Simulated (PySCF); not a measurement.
## Na₂ and its ions

r²SCAN; basis Na x2c-SVPall; spin-free X2C with a Gaussian nucleus; PySCF 2.14. Neutral (UKS): singlet (closed shell), Re = 3.170 Å, ωe = 156 cm⁻¹, De = 0.65 eV, HOMO -3.07 eV, LUMO -1.61 eV.

Na₂⁺ (UKS): doublet (σ ↑), Re = 3.692 Å, ωe = 108 cm⁻¹, De = 0.99 eV to Na⁺ + Na. The energies at the minima are -324.80782 hartree for Na2 and -324.63396 for Na₂⁺.

(1) Work out the adiabatic ionisation energy, without and with harmonic zero-point energies (1 hartree = 27.2114 eV, 1 eV = 8065.5 cm⁻¹), and the change of the bond length.

Closed-shell solutions of metal pairs were not tested for spin polarisation, which can lower them a little. States were picked by a PBE0 search and need not be the measured ground states.

Results:

(1) At r²SCAN: 0.17386 hartree = 4.731 eV between the minima; the zero-point term (108.0 − 156.0)/2 cm⁻¹ = -0.003 eV makes it 4.728 eV. Re changes by +52.2 pm against the neutral. Minus the HOMO energy is 3.07 eV, -1.66 eV from the value between the minima; self-interaction puts the Kohn–Sham level too high, less so with exact exchange. The electron leaves a σ orbital, and the longer bond of the ion fits a bonding orbital, or a change in how ionic the bond is.
